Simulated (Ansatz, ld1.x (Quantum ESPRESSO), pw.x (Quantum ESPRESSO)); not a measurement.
## Tc (Z = 43): one change to the TM potential, in the atom and in the diamond crystal

ld1.x (Quantum ESPRESSO) 7.5 input, shortened:

```
&input
   title='Tc', zed=43., rel=1, dft='PW', iswitch=3,
   config='[Kr] 4d5 5s1.75 5p0.25'
 /
 &inputp
   pseudotype=2, tm=.true., lloc=0,
   nlcc=.false.
 /
3
5P  2  1   0.25   0.00  3.45  3.45  0.0
4D  3  2   5.00   0.00  2.30  2.30  0.0
5S  1  0   1.75   0.00  2.45  2.45  0.0
 &test
   configts(1)='4d5 5s1.75 5p0.25'
 /
```

Change: all radii scaled by about 0.85 (s 2.10, p 2.94, d 1.96 bohr).

Cutoffs, loose and tight: the cutoffs (Ry, on a coarse ladder) from which the occupation-weighted sum of valence levels, in a spherical-Bessel basis at the reference potential, stays within 10 and 1 mRy of its value at 400 Ry. They do not see the model core or the augmentation charge, which bear on the density cutoff. Test errors are all-electron minus pseudo excitation energies from the reference, over the configurations 4d5 5s2 5p0; 4d5 5s1 5p0; 4d5 5s0 5p0; 4d5 5s1.5 5p0; 4d4 5s2 5p0; 4d4 5s0 5p0; 4d5 5s1 5p1 (two spin-polarised tests are not counted in the largest error); variants that change the core or the reference have their own tests.

Crystal test: diamond Tc in pw.x 7.5, no spin, 8³ k-points, Fermi–Dirac smearing 0.01 Ry, cutoffs set for each file from its atomic test. The reference is all-electron LAPW (Ansatz 0.2.0) with the same functional, mesh and smearing; V0 and B0 come from Birch–Murnaghan fits to the pressures at five volumes. Errors are pseudo minus all-electron; Δ is the rms difference of the E(V) curves that follow from these fits, minima aligned, over ±6 % about the mean V0. Mesh and smearing are coarse, so the numbers serve the comparison and aren't converged zero-temperature values; the lattice is a test structure that the element need not adopt.

All-electron: a0 = 5.444 Å (V0 = 20.17 Å³/atom), B0 = 173.3 GPa.

Q: Does the change bring the crystal closer to the all-electron result?

A: The mean pressure error goes from +6.48 to +3.57 GPa, so the change moves the solid closer to the all-electron pressures.

| quantity | base | changed |
| --- | --- | --- |
| outcome (atom) | generated | generated |
| cutoff, loose (atom) | 35 Ry | 45 Ry |
| cutoff, tight (atom) | 40 Ry | 50 Ry |
| bound ghosts (atom) | none | none |
| largest test error (meV) (atom) | -61 | -38 |
| cutoffs in pw.x (Ry) | 50/200 | 60/240 |
| a0 (Å) | 5.509 | 5.481 |
| a0 error (%) | +1.20 | +0.67 |
| B0 error (%) | -4.0 | -2.5 |
| Δ (meV/atom) | 27.3 | 15.3 |
| mean pressure error (GPa) | +6.48 | +3.57 |

Base: The largest radius (3.45 bohr) exceeds half the bond length (2.23 bohr), so the spheres overlap, which is one possible source of error among others. This is a poor potential for the solid. Changed file: The largest radius (2.94 bohr) exceeds half the bond length (2.23 bohr), so the spheres overlap, which is one possible source of error among others. This is a poor potential for the solid.
